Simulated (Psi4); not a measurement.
# HF/STO-3G run of SiNH5 (Si(NH2)H3)

What is the vertical electron affinity of SiNH5 (Si(NH2)H3) at HF/STO-3G? 

The results are computed with Psi4 1.11.

1 further run of the same task is left out (set aside as unsound or not needed).

**1. The molecule**

SiNH5: 7 atoms, total charge 0, spin state singlet. As SMILES, `[H][Si]([H])([H])N`. The coordinates come from a GFN2-xTB relaxation.

Bond lengths: Si1–N2 1.723 Å, N2–H3 1.007 Å, N2–H4 1.007 Å, Si1–H5 1.460 Å, Si1–H6 1.461 Å, Si1–H7 1.472 Å. Angles: Si1–N2–H3 118.6°, Si1–N2–H4 118.6°, N2–Si1–H5 105.0°, N2–Si1–H6 105.1°, N2–Si1–H7 115.3°, H3–N2–H4 109.5°, H5–Si1–H6 113.3°, H5–Si1–H7 109.2°, H6–Si1–H7 109.1°.

**2. Energy and forces at HF/STO-3G**

The input, run.py:

```python
import psi4

psi4.set_memory('1600 MB')
psi4.set_num_threads(1)
psi4.core.set_output_file('psi4.out', False)

molecule = psi4.geometry("""
0 1
Si
N 1 1.72303
H 2 1.007213 1 118.6172
H 2 1.006985 3 109.50945 1 140.4847
H 1 1.460383 2 104.96781 4 173.74648
H 1 1.461042 5 113.25 2 114.08283
H 1 1.472431 5 109.18425 6 121.82007
units angstrom
symmetry c1
""")

psi4.set_options(dict(basis='STO-3G', reference='rhf', puream=True, e_convergence=1e-09, d_convergence=1e-08, scf_type='pk'))

result, w = psi4.gradient('scf', return_wfn=True)
print('gradient / Eh bohr^-1')
print(result.np.round(6))
print(f'energy = {w.energy():.10f} Eh')
```

Launch:

```console
$ python run.py
```

psi4.out:

```text
[...]
  Running in c1 symmetry.
[...]
  Nuclear repulsion =   65.167410229587844
[...]
  Multiplicity = 1
[...]
  Nalpha       = 13
  Nbeta        = 13
[...]
    Number of basis functions: 19
[...]
   @RHF iter   1:  -342.22483736517142   -1.91880e+00   9.61993e-03 ADIIS/DIIS
[...]
   @RHF iter   9:  -342.24916780559039   -1.08002e-12   4.60588e-09 DIIS
[...]
    Orbital Energies [Eh]
    ---------------------
    Doubly Occupied:
       1A    -67.994954     2A    -15.230177     3A     -5.973427
       4A     -3.999246     5A     -3.999134     6A     -3.998395
       7A     -1.048497     8A     -0.679328     9A     -0.572386
      10A     -0.467827    11A     -0.430022    12A     -0.422427
      13A     -0.298362
[...]
  @RHF Final Energy:  -342.24916780559039
   => Energetics <=
    Nuclear Repulsion Energy =             65.1674102295878441
    One-Electron Energy =                -604.6047939491531906
    Two-Electron Energy =                 197.1882159139749717
    Total Energy =                       -342.2491678055903321
[...]
 Multipole Moments:
 ------------------------------------------------------------------------------------
     Multipole            Electronic (a.u.)      Nuclear  (a.u.)        Total (a.u.)
 ------------------------------------------------------------------------------------
 L = 1.  Multiply by 2.5417464519 to convert [e a0] to [Debye]
 Dipole X            :          0.0488965           -0.4373944           -0.3884979
 Dipole Y            :          0.0222424           -0.1760520           -0.1538096
 Dipole Z            :         -0.1564022            0.1103601           -0.0460421
 Magnitude           :                                                    0.4203664
[...]
  -Total Gradient:
     Atom            X                  Y                   Z
    ------   -----------------  -----------------  -----------------
       1       -0.002448859409    -0.000944300622     0.015700954572
       2       -0.007024570761    -0.002682298916     0.005661237817
       3        0.002436099301     0.009914615618    -0.005422917129
       4        0.008509457168    -0.005933528531    -0.005814807937
       5        0.015634574107    -0.014665153945     0.000370153960
       6        0.003381937407     0.021437502446     0.000399859159
       7       -0.020488637813    -0.007126836050    -0.010894480441
[...]
```

Standard output:

```text
gradient / Eh bohr^-1
[[-0.002449 -0.000944  0.015701]
 [-0.007025 -0.002682  0.005661]
 [ 0.002436  0.009915 -0.005423]
 [ 0.008509 -0.005934 -0.005815]
 [ 0.015635 -0.014665  0.00037 ]
 [ 0.003382  0.021438  0.0004  ]
 [-0.020489 -0.007127 -0.010894]]
energy = -342.2491678056 Eh
```

Wall time 1.2 s (1 thread of Intel Xeon 6975P-C (Granite Rapids), shared host); peak memory 0.18 GiB.

**3. The doublet anion, same level**

The input, calc.dat:

```
memory 1600 MB

molecule mol {
  -1 2
  Si    -0.000690     0.002380    -0.682990
  N      0.090660     0.178690     1.028560
  H      0.707680    -0.428190     1.543790
  H     -0.763660     0.307400     1.545850
  H      1.387750    -0.009920    -1.135540
  H     -0.747920     1.169350    -1.146100
  H     -0.673820    -1.219710    -1.153570
  symmetry c1
  no_reorient
  no_com
}

set basis STO-3G
set reference uhf
set puream true
set e_convergence 1e-09
set d_convergence 1e-08
set scf_type pk
set maxiter 200

e_tot, wfn = gradient('hf', return_wfn=True)
```

Launch:

```console
$ psi4 calc.dat calc.out -n 1
```

calc.out:

```text
[...]
  Running in c1 symmetry.
[...]
  Nuclear repulsion =   65.167404687729132
[...]
  Multiplicity = 2
[...]
  Nalpha       = 14
  Nbeta        = 13
[...]
    Number of basis functions: 19
[...]
   @UHF iter   1:  -341.68741859718949   -1.38138e+00   1.67527e-02 ADIIS/DIIS
[...]
   @UHF iter  19:  -341.76396829283192   -2.27374e-13   3.97384e-09 DIIS
[...]
   @S^2 Observed:                7.599085613E-01
[...]
    Orbital Energies [Eh]
    ---------------------
    Alpha Occupied:
       1A    -67.558129     2A    -14.828567     3A     -5.564424
       4A     -3.600370     5A     -3.585962     6A     -3.585065
       7A     -0.740338     8A     -0.387064     9A     -0.258862
      10A     -0.160602    11A     -0.140951    12A     -0.139091
      13A      0.010725    14A      0.454303
    Alpha Virtual:
      15A      0.799790    16A      0.874220    17A      0.876845
      18A      1.056579    19A      1.095162
    Beta Occupied:
[...]
  @UHF Final Energy:  -341.76396829283192
   => Energetics <=
    Nuclear Repulsion Energy =             65.1674046877291318
    One-Electron Energy =                -613.5600859653081898
    Two-Electron Energy =                 206.6287129847471533
    Total Energy =                       -341.7639682928319189
  UHF NO Occupations:
  HONO-2 :   12  A 1.9990861
  HONO-1 :   13  A 1.9969280
[...]
 Multipole Moments:
 ------------------------------------------------------------------------------------
     Multipole            Electronic (a.u.)      Nuclear  (a.u.)        Total (a.u.)
 ------------------------------------------------------------------------------------
 L = 1.  Multiply by 2.5417464519 to convert [e a0] to [Debye]
 Dipole X            :         -1.0233972            1.0109846           -0.0124126
 Dipole Y            :         -2.1380748            2.0845191           -0.0535557
 Dipole Z            :          5.1592325           -5.1164524            0.0427801
 Magnitude           :                                                    0.0696593
[...]
  -Total Gradient:
     Atom            X                  Y                   Z
    ------   -----------------  -----------------  -----------------
       1        0.042265230928     0.063453714586     0.168910849666
       2       -0.051918858934    -0.093663942259    -0.150261938983
       3       -0.031016858060     0.032653129472    -0.043582135612
       4        0.042795396318    -0.004226252629    -0.039799178300
       5        0.016801309865    -0.000615645110    -0.001657573359
       6       -0.010850913399     0.014510204630     0.001348000679
       7       -0.008075306718    -0.012111208689     0.065041975913
[...]
```

It took 1.2 s on 1 thread of Intel Xeon 6975P-C (Granite Rapids), shared host; peak memory 0.18 GiB.

**4. Summary of results**

At HF/STO-3G:

```
                                         quantity          value
                      singlet SiNH5: total energy  -342.24917 Eh
                     singlet SiNH5: dipole moment         1.07 D
                       singlet SiNH5: HOMO energy       -8.12 eV
                       singlet SiNH5: LUMO energy       14.03 eV
                     singlet SiNH5: HOMO–LUMO gap       22.15 eV
          singlet SiNH5: largest force on an atom     1.248 eV/Å
                      doublet anion: total energy  -341.76397 Eh
doublet anion: HOMO energy (highest over α and β)       12.36 eV
 doublet anion: LUMO energy (lowest over α and β)       21.76 eV
                              doublet anion: ⟨S²⟩          0.760
          doublet anion: largest force on an atom     9.530 eV/Å
vertical electron affinity (to the doublet anion)     -13.203 eV
```

What this shows: The anion lies 13.20 eV (304 kcal/mol) above the neutral: the electron isn't bound at this level, and such a value depends on the basis. Without diffuse functions anions come out too high. Hartree–Fock misses the correlation that binds many anions. The largest force (singlet SiNH5) is 1.25 eV/Å: the shape isn't a stationary point for this species at this level. In a minimal basis such a difference can be off by several eV, whatever the method. The HOMO (doublet anion) lies at positive energy, 12.36 eV: the electron is unbound at this level or held by a compact basis; values depend on the basis.
